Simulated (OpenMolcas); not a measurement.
# BN (boron nitride): UHF/def2-SVPD

What is the vertical electron affinity of BN (boron nitride) at UHF/def2-SVPD? 

The results are computed with OpenMolcas 26.06.

### 1 Starting point

BN has 2 atoms, charge 0, and is taken as a triplet. SMILES: `B#N`. The coordinates come from a PBE0-D4/def2-TZVP relaxation.

Bond lengths: B1–N2 1.315 Å.

### 2 Energy and gradient at UHF/def2-SVPD

Contents of job.input:

```
&gateway
  baslib
  $CurrDir
  coord
  2
  angstrom
  B        0.000000       0.000000      -0.023520
  N        0.000000       0.000000       1.291950
  basis
  def2-SVPD
  group
  NoSym

&seward

&scf
  uhf
  spin
  3
  prorbitals
  1 1

&alaska
```

The basis set def2-SVPD is read from a file made from the Basis Set Exchange's data (not shown).

On the command line:

```console
export MOLCAS_MEM=1860
pymolcas job.input > job.log
```

Log:

```text
--- Start Module: gateway ---
[...]
--- Stop Module: gateway /rc=_RC_ALL_IS_WELL_ ---
[...]
      Basis functions           40
[...]
--- Start Module: scf ---
[...]
       Convergence after  27 Iterations
[...]
::    Total SCF energy                                -78.9280575415
[...]
      Total spin, S                                     1.0161512372
[...]
      Total electronic charge=   12.000000
      Total            charge=   -0.000000
[...]
      Dipole Moment (debye):
      Origin of the operator (angstrom)=    0.0000    0.0000    0.7129
                   X= -1.2505E-15               Y=  9.9197E-16               Z= -2.8079E+00           Total=  2.8079E+00
      Quadrupole Moment (debye*angstrom):
[...]
--- Stop Module: scf /rc=_RC_ALL_IS_WELL_ ---
[...]
--- Start Module: alaska ---
[...]
 *              Molecular gradients               *
 **************************************************
  Irreducible representation: a
 ------------------------------------------------------------------------------------------
                              X                       Y                       Z
 ------------------------------------------------------------------------------------------
  B1                1.57355791584723E-16   -3.92676744385333E-16   -3.17138335101630E-02
  N2               -1.57355791584724E-16    3.92676744385331E-16    3.17138335101648E-02
 ------------------------------------------------------------------------------------------
--- Stop Module: alaska /rc=_RC_ALL_IS_WELL_ ---
[...]
```

Wall time 2.5 s (1 thread of Arm Neoverse V1, shared host); peak memory 0.37 GiB.

### 3 The doublet anion at the same level

Contents of job.input:

```
* BN Hartree-Fock

&GATEWAY
 BasLib
 $CurrDir
 Coord
 2
 angstrom
 B        0.000000       0.000000      -0.023520
 N        0.000000       0.000000       1.291950
 Basis
 def2-SVPD
 Group
 NoSym

&SEWARD

&SCF
 UHF
 Charge
 -1
 Spin
 2
 PrOrbitals
 1 1

&ALASKA
```

The basis set def2-SVPD is read from a file made from the Basis Set Exchange's data (not shown).

On the command line:

```console
export MOLCAS_MEM=1860
pymolcas job.input > job.log
```

Log:

```text
--- Start Module: gateway ---
[...]
--- Stop Module: gateway /rc=_RC_ALL_IS_WELL_ ---
[...]
      Basis functions           40
[...]
--- Start Module: scf ---
[...]
       Convergence after  22 Iterations
[...]
::    Total SCF energy                                -78.9793142010
[...]
      Total spin, S                                     0.7538502889
[...]
      Total electronic charge=   13.000000
      Total            charge=   -1.000000
[...]
      Dipole Moment (debye):
      Origin of the operator (angstrom)=    0.0000    0.0000    0.7129
                   X= -7.5789E-16               Y=  6.1562E-16               Z= -1.2279E+00           Total=  1.2279E+00
      Center of Charge (angstrom)
[...]
--- Stop Module: scf /rc=_RC_ALL_IS_WELL_ ---
--- Start Module: alaska ---
[...]
 *              Molecular gradients               *
 **************************************************
  Irreducible representation: a
 ------------------------------------------------------------------------------------------
                              X                       Y                       Z
 ------------------------------------------------------------------------------------------
  B1               -1.65932160654816E-15   -4.08725249038744E-16   -4.29281760501086E-02
  N2                1.65932160654816E-15    4.08725249038744E-16    4.29281760501121E-02
 ------------------------------------------------------------------------------------------
--- Stop Module: alaska /rc=_RC_ALL_IS_WELL_ ---
[...]
```

It took 2.3 s on 1 thread of Arm Neoverse V1, shared host; peak memory 0.37 GiB.

### 4 What came out

Level: UHF/def2-SVPD.

```
                                         quantity         value
                         triplet BN: total energy  -78.92806 Eh
                        triplet BN: dipole moment        2.81 D
   triplet BN: HOMO energy (highest over α and β)     -11.84 eV
    triplet BN: LUMO energy (lowest over α and β)      -0.28 eV
                                 triplet BN: ⟨S²⟩         2.049
             triplet BN: largest force on an atom    1.631 eV/Å
                      doublet anion: total energy  -78.97931 Eh
doublet anion: HOMO energy (highest over α and β)      -2.45 eV
 doublet anion: LUMO energy (lowest over α and β)       5.80 eV
                              doublet anion: ⟨S²⟩         1.322
          doublet anion: largest force on an atom    2.207 eV/Å
vertical electron affinity (to the doublet anion)      1.395 eV
```

At fixed nuclei the extra electron is bound by 1.39 eV (135 kJ/mol). The largest force (triplet BN) is 1.63 eV/Å: the shape isn't a stationary point for this species at this level. ⟨S²⟩ (doublet anion) is 1.32 where a pure doublet has 0.75: the reference is spin-contaminated.
